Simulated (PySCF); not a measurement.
**TDDFT excited states: C5H6O**

Species: C5H6O.
SMILES with atom numbers: `[CH2:1]=[C:2]=[CH:3][C:4]([CH3:5])=[O:6]` (hydrogens: H7, H8 on C1; H9 on C3; H10, H11, H12 on C5)

Geometry (GFN2-xTB, Å), atoms numbered from 1 in this order:
```
atom  x, y, z in Å
C1     2.0810   -0.8581    0.0266
C2     1.2286    0.0709    0.3030
C3     0.3507    0.9973    0.5711
C4    -1.0795    0.9150    0.2132
C5    -1.5025   -0.3447   -0.5015
O6    -1.8492    1.8072    0.4832
H7     2.2842   -1.6653    0.7116
H8     2.6391   -0.8605   -0.8957
H9     0.6448    1.9018    1.0871
H10   -2.5649   -0.3022   -0.7266
H11   -1.2956   -1.2090    0.1258
H12   -0.9356   -0.4529   -1.4237
```

Computed with TDDFT B3LYP/def2-SVPD, vertical, gas phase, core orbitals frozen in the response (PySCF 2.14.0, density-fitted response routines).

Question: List the vertical singlet excitations with oscillator strengths and describe the spectrum.

Answer: 

| state | E (eV) | λ (nm) | f | \|μ\| (D) | symmetry | main configurations (H = HOMO, L = LUMO) |
| --- | --- | --- | --- | --- | --- | --- |
| S1 | 3.80 | 326.4 | 0.0001 | 0.09 | – | H→L (98%) |
| S2 | 5.32 | 233.0 | 0.0000 | 0.05 | – | H-2→L (96%) |
| S3 | 5.64 | 219.9 | 0.0068 | 0.57 | A′ | H→L+1 (70%), H-1→L (28%) |
| S4 | 6.04 | 205.3 | 0.0001 | 0.05 | – | H-1→L+1 (98%) |
| S5 | 6.28 | 197.4 | 0.481 | 4.49 | A′ | H-1→L (59%), H→L+1 (25%) |
| S6 | 6.55 | 189.3 | 0.046 | 1.37 | A′ | H→L+2 (90%) |
| S7 | 6.86 | 180.6 | 0.0001 | 0.05 | – | H→L+3 (95%) |
| S8 | 7.35 | 168.7 | 0.0027 | 0.31 | A″ | H-1→L+2 (99%) |

Triplets (Tamm–Dancoff): T1 3.34 eV, H→L (95%); T2 3.99 eV, H-1→L (94%); T3 4.75 eV, H-2→L+1 (50%), H→L+1 (47%).

The lowest singlet comes at 326 nm (367 kJ/mol) in the ultraviolet; it is dark (f under 0.0005); its leading configuration is HOMO→LUMO (98%). The strongest level in the table is S5 at 6.28 eV (197 nm, f = 0.481). Löwdin shares by element: HOMO oxygen 57%, carbon 28% or more (atoms not listed hold the other 15%); LUMO carbon 57% or more, oxygen 23% (atoms not listed hold the other 20%). The oscillator strengths of these states sum to 0.537; summed over the whole spectrum of an exact calculation they would give the number of electrons, 44 (Thomas–Reiche–Kuhn). Weighted by f, the mean energy of these states is 6.30 eV. Of the 8 states listed, 2 reach f = 0.01 and 4 stay under 0.0005. Symmetry labels in Cs follow from the direction of the transition dipole and are given only for states with f of 0.002 or more. Only the lowest 8 singlets were computed, as vertical energies without vibronic structure.

One conformer stands for the species.
